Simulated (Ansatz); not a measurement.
Si₂H₅Cl, singlet: at the start structure of a reaction step.

The input file, in.yaml:

```yaml
crystal:
  periodic: [false, false, false]
  atoms:
    - {symbol: Si, position_ang: [-0.636917, 0.012652, 1.023197]}
    - {symbol: Si, position_ang: [0.551537, 0.127838, -0.986808]}
    - {symbol: Cl, position_ang: [1.535152, -1.663260, -1.280319]}
    - {symbol: H, position_ang: [-0.348409, 0.345357, -2.147634]}
    - {symbol: H, position_ang: [1.572256, 1.205934, -0.962763]}
    - {symbol: H, position_ang: [-1.622573, -1.097342, 0.957339]}
    - {symbol: H, position_ang: [-1.356199, 1.295517, 1.249921]}
    - {symbol: H, position_ang: [0.305053, -0.226796, 2.147168]}
basis:
  gaussian: {orbitals: def2-TZVPP}
hamiltonian: {xc: {name: wB97M-V}}
```

Launched with

```bash
ansatz run in.yaml --threads 2 --pin off --events-out ev --progress --plain --max-ram 4352MiB
```

Output of Ansatz 0.2.0:

```
Functional definition: wB97M-V
  name "wB97M-V"
  cite "Mardirossian & Head-Gordon, J. Chem. Phys. 144, 214110 (2016) doi:10.1063/1.4952647"
  cite "Becke, J. Chem. Phys. 107, 8554 (1997) doi:10.1063/1.475007"
  cite "Vydrov & Van Voorhis, J. Chem. Phys. 133, 244103 (2010) doi:10.1063/1.3521275"
  # Of w^i u^j: cxij and so on, Table III.
  parameter omega = 0.3/bohr
  parameter cx = 0.15
  parameter cx01 = 1.007
  parameter cx10 = 0.259
  parameter css00 = 0.443
  parameter css04 = -1.437
  parameter css10 = -4.535
  parameter css20 = -3.390
  parameter css43 = 4.278
  parameter cos00 = 1.000
  parameter cos10 = 1.358
  parameter cos20 = 2.924
  parameter cos21 = -8.812
  parameter cos60 = -1.390
  parameter cos61 = 9.142
  parameter b = 6.0
  parameter c = 0.01
  gx(w, u) = 1 - cx + cx01*u + cx10*w
  gss(w, u) = css00 + css04*u^4 + css10*w + css20*w^2 + css43*w^4*u^3
  gos(w, u) = cos00 + cos10*w + (cos20 + cos21*u)*w^2 + (cos60 + cos61*u)*w^6
  exchange = spin_sum(e_x_unif_sr(omega)*gx(b97_w, b97_u_x)) + cx*exact_x_sr(omega) + exact_x_lr(omega)
  correlation = spin_sum(e_c_pw_mod_same_spin*gss(b97_w, b97_u_same))
      + integral(e_c_pw_mod_opposite_spin*gos(b97_w_opposite, b97_u_opposite)) + vv10(b, c)
1187 factors; their error is unknown
250 factors; integrals over basis functions are off by at most 2.6e-5 eV
mean field evaluation 1: about -28358.6114 eV, gradient 1.2e1 eV
mean field evaluation 2: about -28358.9734 eV, gradient 7.0e0 eV
mean field evaluation 4: about -28359.0773 eV, gradient 2.3e-1 eV
mean field evaluation 8: about -28359.1066 eV, gradient 1.9e-1 eV
mean field evaluation 16: about -28359.1066 eV, gradient 1.9e-5 eV
mean field -28359.10663280 eV, -1042.1779462626 hartree, gradient 1.9e-5 eV, S^2 0.000000; 0 other end points of the search recorded, 0 dependent functions left out
reference -28359.10668560 eV, -1042.1779482028 hartree; 25, 25 occupied and 171, 171 virtual orbitals, 1187 factors
Total energy: -28359.10668560 eV, -1042.1779482028 hartree
```

The run took about 10 s on 2 CPU threads of an Arm Neoverse V1 (shared host).
